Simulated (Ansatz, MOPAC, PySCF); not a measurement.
Gas-phase reaction in SMILES: C=CC=C [buta-1,3-diene] -> 2 C=[CH] (C2H3) (the C-C bond breaks)

Wanted: bond dissociation energy (enthalpy at 298 K), in kcal/mol. Terms: spin-orbit terms left out; dispersion terms only where a functional's name holds one; open shells spin-unrestricted; frozen cores in correlated levels; six Cartesian d functions in 6-31G* and its kin unless marked 5d; non-relativistic. First-principles rows: single points at B3LYP-D3(BJ) geometries (Ansatz, a quantum-chemistry and plane-wave program), with unscaled harmonic terms from B3LYP/6-31G* at its own minima. Semi-empirical rows: MOPAC heats of formation at their own minima for 298 K. A UHF reference is markedly spin-contaminated in at least one set, which strains HF and MP2. The Hartree-Fock reference of C=CC=C is unstable towards a lower, spin-broken solution.

```json
[
 {"species": "C=CC=C", "coefficient": "-1", "E at MP2/6-31G* (Ansatz), Eh": "-155.42234", "E at M06-2X/def2-TZVPD (PySCF), Eh": "-155.96863", "H(298 K) - E, kcal/mol": "57.14", "heat of formation at AM1 (MOPAC), kcal/mol": "29.87"},
 {"species": "[CH]=C (C2H3)", "coefficient": "+2", "E at MP2/6-31G* (Ansatz), Eh": "-77.60376", "E at M06-2X/def2-TZVPD (PySCF), Eh": "-77.88856", "H(298 K) - E, kcal/mol": "25.58", "heat of formation at AM1 (MOPAC), kcal/mol": "60.44"}
]
```

Measured values: G2/97 table in ASE (Curtiss et al.); they hold spin-orbit and core effects, anharmonicity and other conformers.  Value to compare with, the measured value: 116.9 kcal/mol. 1 Eh = 627.5095 kcal/mol.

### Question
Compute it at each level from the table, and compare with the measured value.

### Answer

- MP2/6-31G*: the sum of coefficient times E is 0.21482 Eh, or 134.80 kcal/mol; the thermal terms add -5.98. Result: 128.8 kcal/mol. Its error against the measured value is 11.9 kcal/mol.
- M06-2X/def2-TZVPD: the sum of coefficient times E is 0.19151 Eh, or 120.17 kcal/mol; the thermal terms add -5.98. Result: 114.2 kcal/mol. Its error against the measured value is -2.7 kcal/mol.
- AM1: the sum of coefficient times heat of formation is 91.01 kcal/mol; it needs no thermal term. Its error against the measured value is -25.9 kcal/mol.
